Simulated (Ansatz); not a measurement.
# HMgSi: the cost of one run

The runs use Ansatz 0.2.0, Gaussian basis; def2-QZVPP, core rule «outside noble gas», up to 10 orbitals frozen.

To be run: UHF; ROHF; CCSD(T) on UHF.

2 further runs of the same task are left out: 2 set aside as unsound or not needed.

**1. The system**

The geometry is a PBE0/def2-TZVP stationary point (not a proven minimum).

3 atoms, charge 0, spin multiplicity 2.

Atoms are counted from 1 here; the program's logs count them from 0.

Bond lengths: Si1–Mg2 2.611 Å, Mg2–H3 1.710 Å. Angles: Si1–Mg2–H3 180.0°.

**2. UHF**

in.yaml reads:

```yaml
crystal:
  periodic: [false, false, false]
  atoms:
    - {symbol: Si, position_ang: [0.000000, 0.000000, 2.310310]}
    - {symbol: Mg, position_ang: [0.000000, 0.000000, -0.300285]}
    - {symbol: H, position_ang: [0.000000, 0.000000, -2.010025]}
basis:
  gaussian: {orbitals: "def2-QZVPP.json"}
magnetization: {spin_polarized: true, initial_magnetization: 1}
hamiltonian: {xc: hf}
output: {orbitals: {seedname: orbitals}}
```

Run with:

```sh
> ansatz run in.yaml --threads 1 --pin off --events-out ev --progress --plain --max-ram 2393MiB
```

What time and memory should one allow on 1 thread of Arm Neoverse V1, shared host?

About 19 s, with a peak of 0.37 GiB.
